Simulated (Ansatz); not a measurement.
# Potassium, bcc under PBE: testing the Gaussian smearing

A convergence test of the Gaussian smearing width. The geometry was relaxed under PBE beforehand and stays fixed; 7 values are run, from 0.01 to 1.0 eV. Wanted are the values from which on the energy stays within 10 and 1 meV/atom, and the pressure within 0.5 GPa, of the narrowest run. Within the series other settings stay, but some runs also write fields, which adds to their time. Spin polarisation is left out.

Method: DFT PBE, plane waves with PAW, scalar-relativistic, in Ansatz 0.2.0.

### Step 1. Starting point

It takes space group Im-3m (No. 229, cubic). Conventional cell: a = 5.283 Å, b = 5.283 Å, c = 5.283 Å, α = 90.00°, β = 90.00°, γ = 90.00°.

Structure file:

```
K
1.0
    -2.64171    2.64171    2.64171
     2.64171   -2.64171    2.64171
     2.64171    2.64171   -2.64171
K
1
Direct
  0.00000 0.00000 0.00000
```

### Step 2. Width 0.01 eV

The run at 0.01 eV.

Contents of input.yaml:

```yaml
crystal:
  lattice:
    - [-2.6417142217, 2.6417142217, 2.6417142217]
    - [2.6417142217, -2.6417142217, 2.6417142217]
    - [2.6417142217, 2.6417142217, -2.6417142217]
  atoms:
    - { symbol: K, position: [0.0, 0.0, 0.0] }
hamiltonian:
  xc: pbe
  pseudopotentials:
    kind: paw
    azcp:
      K: "pseudopotentials/K.paw.azcp"
basis:
  ecutwfc: 420
  fft_grid_basis: typed
kpoints:
  mp_grid: { grid: [9, 9, 9], shift: [0, 0, 0] }
magnetization:
  spin_polarized: false
scf:
  occupations: { method: gaussian, width: 0.01 }
  lower_state_search: "off"
output:
  stress: true
```

Launch:

```
> ansatz run input.yaml --threads 1 --pin off --max-ram 3584MiB --backend cpu --events-out ev --progress --plain --runs-dir out
```

### Step 3. Width 0.03 eV

The run at 0.03 eV.

Edit input.yaml of step 2 so:

```diff
@@ -21,3 +21,3 @@
 scf:
-  occupations: { method: gaussian, width: 0.01 }
+  occupations: { method: gaussian, width: 0.03 }
   lower_state_search: "off"
@@ -25 +25,5 @@
   stress: true
+  write_density: true
+  write_potential: true
+  elf: true
+  volumetric_format: npy
```

### Step 4. Width 0.1 eV

The run at 0.1 eV.

Edit input.yaml of step 3 so:

```diff
@@ -21,3 +21,3 @@
 scf:
-  occupations: { method: gaussian, width: 0.03 }
+  occupations: { method: gaussian, width: 0.1 }
   lower_state_search: "off"
@@ -25,5 +25 @@
   stress: true
-  write_density: true
-  write_potential: true
-  elf: true
-  volumetric_format: npy
```

### Step 5. Width 0.2 eV

The run at 0.2 eV.

Edit input.yaml of step 4 so:

```diff
@@ -21,3 +21,3 @@
 scf:
-  occupations: { method: gaussian, width: 0.1 }
+  occupations: { method: gaussian, width: 0.2 }
   lower_state_search: "off"
```

### Step 6. Width 0.3 eV

The run at 0.3 eV.

Edit input.yaml of step 5 so:

```diff
@@ -21,3 +21,3 @@
 scf:
-  occupations: { method: gaussian, width: 0.2 }
+  occupations: { method: gaussian, width: 0.3 }
   lower_state_search: "off"
@@ -25 +25,5 @@
   stress: true
+  write_density: true
+  write_potential: true
+  elf: true
+  volumetric_format: npy
```

### Step 7. Width 0.6 eV

The run at 0.6 eV.

Edit input.yaml of step 6 so:

```diff
@@ -21,3 +21,3 @@
 scf:
-  occupations: { method: gaussian, width: 0.3 }
+  occupations: { method: gaussian, width: 0.6 }
   lower_state_search: "off"
```

### Step 8. Width 1.0 eV

The run at 1.0 eV.

Edit input.yaml of step 7 so:

```diff
@@ -21,3 +21,3 @@
 scf:
-  occupations: { method: gaussian, width: 0.6 }
+  occupations: { method: gaussian, width: 1.0 }
   lower_state_search: "off"
@@ -25,5 +25 @@
   stress: true
-  write_density: true
-  write_potential: true
-  elf: true
-  volumetric_format: npy
```

(Steps that only read results are left out.)

Before running it: what results should come out?

**Answer**, as computed:

| quantity | value |
| --- | --- |
| E(σ → 0) stays within 10 meV/atom of 0.01 eV | up to 1.0 eV |
| E(σ → 0) stays within 1 meV/atom | up to 0.3 eV |
| pressure stays within 0.5 GPa | up to 1.0 eV |
| pressure at 0.01 eV | -0.01 GPa |
| energy of a separate run on a finer mesh (14×14×14) | +2.7 meV/atom from 0.01 eV |

The far end, 1.0 eV, lies +1.3 meV/atom and +0.2 GPa from the yardstick. The free energy F moves by -191.0 meV/atom over the range, and the estimate for σ → 0 by +1.3. In theory F falls as the square of the width under this scheme, but here the ratio is not steady: the mesh at narrow widths, or a density of states that varies over the wide ones, can both cause that. The mesh (9×9×9) is fixed, so the narrowest widths carry a k-point error of their own. The yardstick itself is unsettled by 2.7 meV/atom against the finer mesh, so the thresholds above hold only within this series, and wider smearing, which averages over more states, can land nearer the fine-mesh value than the narrowest does. The cell taken over is 3 % larger than the measured one (71.32 Å³/atom, COD).
